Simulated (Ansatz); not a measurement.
Take a crystal in which Na has been replaced by Rb on all its sites, with the cell rescaled by a rough guess (in some cases also distorted within its space group) and nothing relaxed:

```
CELL_PARAMETERS angstrom
0.00000 4.42030 4.42030
4.42030 0.00000 4.42030
4.42030 4.42030 0.00000
ATOMIC_POSITIONS crystal
Rb 0.25000 0.25000 0.25000
Rb 0.75000 0.75000 0.75000
Rb 0.50000 0.50000 0.50000
Al 0.00000 0.00000 0.00000
```

These are results of DFT PBE, scalar-relativistic, plane waves, PAW in Ansatz, not measurements.

Cutoff 420 eV; k points 8×8×8 on the computed 4-atom cell (Γ-centred); Gaussian smearing, width 0.10 eV; no spin polarisation.

(1) Will this cell want to expand or contract, and how hard?

(2) Is it a metal on this mesh?

(3) What is its energy against the elements in their standard states?

## Answers

(1) The pressure is 2.0 GPa (positive in compression), so the cell would expand.

(2) Yes, a band crosses the Fermi level.

(3) +0.424 eV/atom at this unrelaxed geometry, with the elements in the same functional.